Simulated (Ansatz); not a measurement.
Molecule: lithium hydride, LiH, net charge 0, singlet state. SMILES: [LiH]
Structure (B3LYP-D3(BJ)/def2-TZVP (Ansatz, a first-principles code) minimum search):
```xyz
2

Li     0.0000     0.0000    -0.3977
H      0.0000     0.0000     1.1930
```

Quantity: enthalpy of formation at 298 K, in kcal/mol. Set-up: 6-311+G** with 5d; frozen cores in correlated levels; 6-31G* and kin with 6d, 5d where marked; LANL2DZ all-electron up to Ne; no spin-orbit coupling; UHF or UKS for open shells; non-relativistic. CBS marks a two-point X^-3 extrapolation of the correlation energy; Hartree-Fock from the larger set. First-principles rows: single points at B3LYP-D3(BJ) geometries (Ansatz), with unscaled harmonic terms from B3LYP/6-31G* at its own minima, enthalpies of formation by atomisation with measured atoms.

Measured values: G2/97 table in ASE (Curtiss et al.); they hold spin-orbit and core effects, anharmonicity. 

Value to compare with, the measured value: 33.3 kcal/mol.

```csv
level,program,enthalpy of formation at 298 K (kcal/mol),error
MP2/STO-3G,Ansatz,33.2,-0.1
MP2/3-21G,Ansatz,50.9,17.6
MP2/LANL2DZ,Ansatz,51.2,17.9
MP2/6-31G*,Ansatz,49.8,16.5
MP2/6-311+G**,Ansatz,43.1,9.8
"CCSD(T)/CBS(def2-TZVPPD,def2-QZVPPD)",Ansatz,33.6,0.3
```

4 of the 5 habitual levels lie above the measured value; their mean absolute error is 12.4 kcal/mol, the median 16.5.

The sets are all those run for this method; runs whose electronic state is in doubt are left out.
